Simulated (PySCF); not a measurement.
**One shape, several levels: triplet BH2Cl**

Aim: a comparison of 6 runs (UM06-2X/STO-3G, UPBE/STO-3G, UPBE0/STO-3G, NEVPT2(4,4)/STO-3G, ROCCSD(T)/STO-3G, FCI/STO-3G) of triplet BH2Cl. Input form: a Python script.

The calculation is run with PySCF 2.14.0.

8 further runs of the same task are left out: 8 set aside as unsound or not needed.

**1. The system as given**

The species is BH2Cl (4 atoms), meant as a triplet with charge 0. As SMILES of the parent species, `[H]B([H])Cl`. The coordinates come from a GFN2-xTB relaxation. That shape belongs to the parent species and isn't relaxed for this state.

Bond lengths: B1–Cl4 1.673 Å, B1–H2 1.172 Å, B1–H3 1.172 Å. Angles: H2–B1–Cl4 119.1°, H3–B1–Cl4 119.0°, H2–B1–H3 121.9°.

**2. A single-point energy at UM06-2X/STO-3G (run 1)**

calc.py

```python
from pyscf import gto, dft

mol = gto.M(
    atom='''
B        0.069310       0.114420      -0.000410
H        1.240090       0.070720       0.015540
H       -0.512130       1.131590      -0.018950
Cl      -0.797280      -1.316740       0.003830
''',
    basis='sto-3g',
    max_memory=1860,
    verbose=3,
    spin=2,
)

mf = dft.UKS(mol, xc='m06-2x')
mf.conv_tol = 1e-10
mf.grids.level = 5
mf.kernel()
if not mf.converged:
    mf = mf.newton().run(mf.mo_coeff, mf.mo_occ)

energy = mf.e_tot
print('E = %.10f Eh' % energy)
```

The run is started by

```
OMP_NUM_THREADS=1 python calc.py
```

What it wrote:

```text
WARN: HOMO 0.0152450422951385 >= LUMO -0.323495151048632

WARN: HOMO -0.10551273906009 >= LUMO -0.152887126213033

WARN: HOMO -0.0929867253517149 >= LUMO -0.152788733809172

WARN: HOMO -0.101761175607857 >= LUMO -0.152759645474066

WARN: HOMO -0.0996388563118438 >= LUMO -0.152411653588585

WARN: HOMO -0.0993787739799759 >= LUMO -0.152758046300068

WARN: HOMO -0.0992988646371149 >= LUMO -0.152746653417832

WARN: HOMO -0.0992936272980562 >= LUMO -0.152755440022476

WARN: HOMO -0.0992935292754801 >= LUMO -0.152755190570371

WARN: HOMO -0.0992935423434295 >= LUMO -0.152755207641171

converged SCF energy = -480.729641062052  <S^2> = 2.0013195  2S+1 = 3.0008795
E = -480.7296410621 Eh
```

Run time: 4.8 s. Hardware: 1 thread of Arm Neoverse V1, shared host; peak memory 0.2 GiB.

**3. A single-point energy at UPBE/STO-3G (run 2)**

calc.py

```python
from pyscf import gto, dft

mol = gto.M(
    atom=[
    ('B', (0.069310, 0.114420, -0.000410)),
    ('H', (1.240090, 0.070720, 0.015540)),
    ('H', (-0.512130, 1.131590, -0.018950)),
    ('Cl', (-0.797280, -1.316740, 0.003830)),
],
    verbose=4,
    basis='sto-3g',
    max_memory=1860,
    spin=2,
)

ks = dft.UKS(mol, xc='pbe')
ks.grids.level = 5
ks.conv_tol = 1e-10
ks.kernel()
if not ks.converged:
    ks = ks.newton().run(ks.mo_coeff, ks.mo_occ)

energy = ks.e_tot
print('E = %.10f Eh' % energy)
```

The run is started by

```
OMP_NUM_THREADS=1 python calc.py
```

What it wrote:

```text
PySCF version 2.14.0

[... 62 lines left out ...]
[... the frontier-level lines of each cycle are left out ...]
[... 11 lines left out ...]
[... 11 lines left out ...]
[... 11 lines left out ...]
[... 1 line left out ...]
cycle= 8 E= -480.481883887897  delta_E= -3.49e-10  |g|= 7.64e-06  |ddm|= 6.53e-05


cycle= 9 E= -480.48188388799  delta_E= -9.21e-11  |g|= 2.8e-07  |ddm|= 2.14e-05


Extra cycle  E= -480.481883887989  delta_E= 5.68e-13  |g|= 5.86e-07  |ddm|= 1.97e-06
converged SCF energy = -480.481883887989  <S^2> = 2.0010382  2S+1 = 3.0006921
E = -480.4818838880 Eh
```

Run time: 3.3 s. Hardware: 1 thread of Arm Neoverse V1, shared host; peak memory 0.19 GiB.

Run 3 isn't shown in full; the table further down has it.

**4. The energy at NEVPT2(4,4)/STO-3G (run 4)**

job.py

```python
import numpy
from pyscf import gto, scf, mp, mcscf, mrpt

system = gto.Mole()
system.atom = 'B 0.069310 0.114420 -0.000410; H 1.240090 0.070720 0.015540; H -0.512130 1.131590 -0.018950; Cl -0.797280 -1.316740 0.003830'
system.charge = 0
system.max_memory = 1860
system.basis = 'sto-3g'
system.spin = 2
system.verbose = 3
system.build()

hf = scf.ROHF(system)
hf.conv_tol = 1e-10
hf.kernel()
if not hf.converged:
    hf = hf.newton().run(hf.mo_coeff, hf.mo_occ)

pt = mp.MP2(scf.addons.convert_to_uhf(hf)).run()
noons, natorbs = mcscf.addons.make_natural_orbitals(pt)
print('natural occupations', numpy.round(noons[:40], 4))
cas = mcscf.CASSCF(hf, 4, 4)
cas.fix_spin_(ss=2.0)
cas.natorb = True
cas.kernel(natorbs)
e_pt2 = mrpt.NEVPT(cas).kernel()
etot = cas.e_tot + e_pt2
print('E = %.10f Eh' % etot)
```

The run is started by

```
OMP_NUM_THREADS=1 python job.py
```

What it wrote:

```text
converged SCF energy = -479.890713625799
E(UMP2) = -479.931587607566  E_corr = -0.0408739817662969
E(SCS-UMP2) = -479.933683242419  E_corr = -0.0429696166196329
natural occupations [2.     2.     2.     2.     2.     1.9999 1.9996 1.9983 1.9917 1.9876
 1.9875 1.006  1.0015 0.0122 0.0085 0.007 ]
CASSCF energy = -479.906636514783
CASCI E = -479.906636514783  E(CI) = -4.01233175853855  S^2 = 2.0000000
Sr    (-1)',   E = -0.00113988613034
Si    (+1)',   E = -0.00184881956826
Sijrs (0)  ,   E = -0.00971208842296
Sijr  (+1) ,   E = -0.00682161048592
Srsi  (-1) ,   E = -0.00210440456201
Srs   (-2) ,   E = -0.00051112804279
Sij   (+2) ,   E = -0.00094594047242
Sir   (0)' ,   E = -0.00937325309765
Nevpt2 Energy = -0.032457130782364
E = -479.9390936456 Eh
```

Wall time 1.5 s (1 thread of Arm Neoverse V1, shared host); peak memory 0.12 GiB.

Run 5 isn't shown in full; the table further down has it.

**5. The energy at FCI/STO-3G (run 6)**

mol.xyz

```xyz
4

B      0.069310     0.114420    -0.000410
H      1.240090     0.070720     0.015540
H     -0.512130     1.131590    -0.018950
Cl    -0.797280    -1.316740     0.003830
```

input.py

```python
from pyscf import gto, mcscf

molecule = gto.M(
    atom='mol.xyz',
    max_memory=1860,
    spin=2,
    verbose=3,
    basis='sto-3g',
)

mf = molecule.ROHF()
mf.conv_tol = 1e-10
mf.kernel()
if not mf.converged:
    mf = mf.newton().run(mf.mo_coeff, mf.mo_occ)

cas = mcscf.CASCI(mf, mf.mo_coeff.shape[-1] - 6, (molecule.nelec[0] - 6, molecule.nelec[1] - 6))  # full CI above the frozen core
cas.fix_spin_(ss=2.0)
cas.kernel()
energy = cas.e_tot
print(f'total energy: {energy:.8f} hartree')
```

The run is started by

```
OMP_NUM_THREADS=1 python input.py
```

What it wrote:

```text
converged SCF energy = -479.890713625799
CASCI E = -479.953685203877  E(CI) = -30.7847652606178  S^2 = 2.0000000
total energy: -479.95368520 hartree
```

It took 1.3 s on 1 thread of Arm Neoverse V1, shared host; peak memory 0.12 GiB.

**6. All runs side by side**

```csv
run,level,integration grid,active selection,energy (Eh),dipole moment (D) of the reference,⟨S²⟩,wall time
1,UM06-2X/STO-3G,5,–,-480.729641,0.06,2.001,4.8 s
2,UPBE/STO-3G,5,–,-480.481884,0.17,2.001,3.3 s
3,UPBE0/STO-3G,5,–,-480.554998,0.11,2.001,3.3 s
4,"NEVPT2(4,4)/STO-3G",–,mp2 natural orbitals,-479.939094,0.78,–,1.5 s
5,ROCCSD(T)/STO-3G,–,–,-479.953269,0.78,2.000,0.95 s
6,FCI/STO-3G,–,–,-479.953685,0.78,–,1.3 s
```

**7. Results**

| quantity | value |
| --- | --- |
| run 6: total energy | -479.95369 Eh |
| run 6: dipole moment (Hartree–Fock density) | 0.78 D |
| run 6: correlation energy (6 core orbitals frozen) | -63.0 mEh |

What this shows: Against full CI in this basis: ROCCSD(T) +0.4 mEh. Over runs 1, 2, 3 the dipole moment (its size) runs from 0.06 D (UM06-2X/STO-3G) to 0.17 D (UPBE/STO-3G). Totals of different functionals can't be ranked against each other. In runs 1, 2, 3, 4, 5, 6 the basis is minimal, so the values are rough. All runs together took 15 s, the longest 4.8 s.
